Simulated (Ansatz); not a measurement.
# Structure optimisation: aluminium, fcc

Computed with Ansatz, DFT, revPBE, plane waves (420 eV) with PAW, scalar-relativistic. The PAW files were generated under PBE, with cores re-solved for the functional.

k-point mesh 13×13×13, Fermi-Dirac smearing 0.1 eV, no spin polarisation. Cell and atoms relax.

Starting structure:

```yaml
crystal:
  lattice:
    - [0.0, 2.02479, 2.02479]
    - [2.02479, 0.0, 2.02479]
    - [2.02479, 2.02479, 0.0]
  atoms:
    - { symbol: Al, position: [0.0, 0.0, 0.0] }
hamiltonian:
  xc: revpbe
  pseudopotentials:
    kind: paw
    azcp:
      Al: "pseudopotentials/Al.paw.azcp"
basis:
  ecutwfc: 420
  fft_grid_basis: typed
kpoints:
  mp_grid: { grid: [13, 13, 13], shift: [0, 0, 0] }
magnetization:
  spin_polarized: false
scf:
  occupations: { method: fermi_dirac, width: 0.1 }
relax:
  max_steps: 60
  f_tol: 0.01
  cell: {}
```

The pressure at the start is 0.5 GPa. By how much does the volume change?

From 16.60 to 16.72 Å³ per atom, 0.7 %. The final cell has a = 4.059 Å.

How much energy does the relaxation gain?

0.2 meV per atom.
